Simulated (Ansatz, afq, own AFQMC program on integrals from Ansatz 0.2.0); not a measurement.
B2H2⁺, doublet: AFQMC among the cluster methods

```yaml
atoms:
  - { symbol: B, position_ang: [0.0000, 0.0000, 0.7529] }
  - { symbol: B, position_ang: [0.0000, 0.0000, -1.0096] }
  - { symbol: H, position_ang: [0.0000, 1.0240, 1.3765] }
  - { symbol: H, position_ang: [0.0000, -1.0240, 1.3765] }
```

Connectivity, by distances: BH2–B.

Basis 6-31G. Noble-gas cores (and the filled d shells of Ga–Kr and In–Xe) are frozen. Integrals, coupled cluster, full CI and functionals: Ansatz 0.2.0; the random walks run on the same integrals in our own AFQMC program. The CISD trial takes its coefficients from CCSD amplitudes. Released means that phaseless walkers are propagated on without the constraint, phases kept. Error bars are statistical, one sigma.

Determinant: UHF, the one that the program's search chose, which needn't be the lowest solution. The geometry is a PBE0/def2-TZVP stationary point of this or a neighbouring charge and spin state.

Full CI on the same integrals is exact in this basis and with this determinant's frozen core.

Cautions: the ph-AFQMC/CISD walk drifts between its halves (2.4 errors).

- T1 diagnostic: 0.0203
- weight of the determinant in the CISD state: 0.924
- ⟨S²⟩ of the determinant: 0.755
- size of the correlated space: 7 electrons in 20 orbitals

```json
{"level": "MP2", "correlation energy (eV)": "-1.7840"}
{"level": "CCSD", "correlation energy (eV)": "-2.5135"}
{"level": "CCSD(T)", "correlation energy (eV)": "-2.5618"}
```

(1) Estimate where full CI lies against CCSD(T) on the same integrals.

(1) 0.47 kcal/mol below CCSD(T).

Reference: full CI, correlation energy -2.582 eV. The released energy is read at 2.40 1/Eh (meV from the phaseless value at times in 1/Eh: -2.6 ± 1.1 at 0.24, -4.8 ± 0.9 at 0.51, -4.0 ± 1.0 at 0.99, -4.5 ± 0.8 at 1.62, -5.4 ± 0.9 at 2.40).

```
         level  E − E(reference) (kcal/mol)  share of correlation (%)
       CCSD(T)                         0.47                     99.21
         CCSDT                         0.04                     99.93
      CCSDT(Q)                         0.01                     99.99
        CCSDTQ                         0.00                    100.00
 ph-AFQMC/CISD                  0.09 ± 0.03                     99.84
released AFQMC                 -0.03 ± 0.02                    100.05
```

CCSDT and higher add their correlation energy to the determinant of the CCSD(T) run, since their own runs factorise the integrals more tightly (a shift of under 2 meV). A walk keeps the symmetry of its determinant, which the program's search chose and which needn't be the lowest solution, so a lower state of the same spin and another symmetry isn't excluded. Released energies are given only where the last usable release times agree within the noise; a slower fall can still hide under it.
